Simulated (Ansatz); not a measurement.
Species: H₃N, SMILES `N` (charge 0, multiplicity 1), formula H3N.

Q: How many basis functions does frozen-core CCSD(T)/cc-pVTZ // B3LYP-D3(BJ)/def2-SVP (Ansatz, a program for electronic structure) use, how many core orbitals are frozen, and how many electrons are correlated?

A: 72 basis functions and 1 frozen orbitals, which leaves 8 correlated electrons. Core time is of the order of seconds.
